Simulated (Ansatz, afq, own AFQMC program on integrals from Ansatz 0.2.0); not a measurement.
CH4N, quartet in cc-pVTZ, levels against AFQMC with the constraint released

| atom | x (Å) | y (Å) | z (Å) |
| --- | --- | --- | --- |
| C | -1.1341 | 0.0000 | 0.0000 |
| H | -1.4973 | 1.0273 | 0.0000 |
| H | -1.4973 | -0.5137 | 0.8897 |
| H | -1.4973 | -0.5137 | -0.8897 |
| H | 0.1219 | 0.0000 | 0.0000 |
| N | 1.2869 | 0.0000 | 0.0000 |

Connectivity, by distances: CH3 ··· N, 1 bridging H.

Basis cc-pVTZ. Noble-gas cores (and the filled d shells of Ga–Kr and In–Xe) are frozen. Integrals, coupled cluster, full CI and functionals: Ansatz 0.2.0; the random walks run on the same integrals in our own AFQMC program. ph-AFQMC/CISD is guided by a CISD state made of CCSD amplitudes; releasing the constraint for a short imaginary time cuts its bias at the price of noise, slowly where states lie close. ± is one standard error of the sampling.

Determinant: UHF, the one that the program's search chose, which needn't be the lowest solution. The geometry is a point of a scan.

No full CI on the walks' own integrals is used here. The released AFQMC energy serves as the reference, which it does only where one determinant dominates, the energy is flat over the last release times and near the phaseless one (40 meV or 2 meV an electron, half that with transition metals). On small molecules, where full CI could be run and the noise was under 10 meV, such values lay within 10 meV of it in 19 cases of 20, a flattering rate, since the rule was set on those same cases; what remains of the bias isn't in the error bar.

Cautions: lower spins were not checked; the released value is read at 2.40 1/Eh (meV from the phaseless value at times in 1/Eh: -3 ± 6 at 0.24, -12 ± 5 at 0.51, -21 ± 5 at 0.99, -9 ± 9 at 1.62, -8 ± 6 at 2.40).

The T1 diagnostic is 0.0136 and the weight of the determinant in the CISD state is 0.885. The ⟨S²⟩ of the determinant is 3.786 and the size of the correlated space is 13 electrons in 114 orbitals.

Reference: AFQMC with the constraint released, correlation energy -9.895 ± 0.006 eV.

| level | E − E(reference) (meV) | share of correlation (%) |
| --- | --- | --- |
| HF | 9894.7 ± 6.2 | 0.00 |
| MP2 | 1340.6 ± 6.2 | 86.45 |
| CCSD | 338.2 ± 6.2 | 96.58 |
| CCSD(T) | 30.9 ± 6.2 | 99.69 |
| ph-AFQMC/CISD | 7.8 ± 9.1 | 99.92 |

A walk keeps the symmetry of its determinant, which the program's search chose and which needn't be the lowest solution, so a lower state of the same spin and another symmetry isn't excluded. Released energies are given only where the last usable release times agree within the noise; a slower fall can still hide under it.
